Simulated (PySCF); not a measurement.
CH₂F₂, SMILES FCF, point group C2v.

Force field and properties: B3LYP/pcSseg-2 (PySCF, grid level 2). Vibrational terms come from second-order perturbation theory with semi-diagonal cubic constants, by steps of ±0.6 along the normal coordinates of each isotopologue. The parent has the commonest isotopes.

Equilibrium geometry (Å):

| atom | x | y | z |
| --- | --- | --- | --- |
| F1 | 1.1691 | -0.6119 | -0.1062 |
| C2 | 0.0002 | 0.0805 | -0.0043 |
| F3 | -1.0347 | -0.8010 | -0.0923 |
| H4 | -0.0350 | 0.5641 | 0.9714 |
| H5 | -0.0651 | 0.7798 | -0.8372 |

Question: How much do zero-point and thermal motion change the parent's shieldings?

Answer: 
```json
{"atom": "F1", "σe (ppm)": "321.27", "anharmonic part, 0 K": "-4.28", "harmonic part, 0 K": "-7.84", "Δσ at 0 K": "-12.12", "Δσ at 500 K": "-13.61", "Δσ at 700 K": "-15.20"}
{"atom": "C2", "σe (ppm)": "60.69", "anharmonic part, 0 K": "-2.36", "harmonic part, 0 K": "-1.97", "Δσ at 0 K": "-4.34", "Δσ at 500 K": "-4.88", "Δσ at 700 K": "-5.40"}
{"atom": "H4", "σe (ppm)": "25.83", "anharmonic part, 0 K": "-0.26", "harmonic part, 0 K": "-0.36", "Δσ at 0 K": "-0.62", "Δσ at 500 K": "-0.65", "Δσ at 700 K": "-0.69"}
```

Question: And the bond lengths, in the parent and with ²H at 4?

Answer: 
| bond | re (Å) | ⟨r⟩ at 0 K | between mean positions | ⟨r⟩, labelled |
| --- | --- | --- | --- | --- |
| F1–C2 | 1.3624 | 1.3700 | 1.3689 | 1.3699 |
| C2–H4 | 1.0895 | 1.1118 | 1.1004 | 1.1057 |

Question: What are the dipole moments?

Answer: 2.004 D at equilibrium; averaged at 0 K: parent 1.995 D; ²H at 4 1.999 D; ¹³C at 2 1.995 D; ¹³C at 2, ²H at 4 1.999 D; ²H at 4, ²H at 5 2.004 D. Measured: 1.97 D (NIST CCCBDB Release 22 (SRD 101), experimental dipoles).

The study (127 SCF points, 136 basis functions) took 9.8 min on 1 thread of Arm Neoverse V2, on a host shared with other jobs (rough), peak memory 0.55 GiB, launched as `OMP_NUM_THREADS=1 python ens_run.py task.json out`.
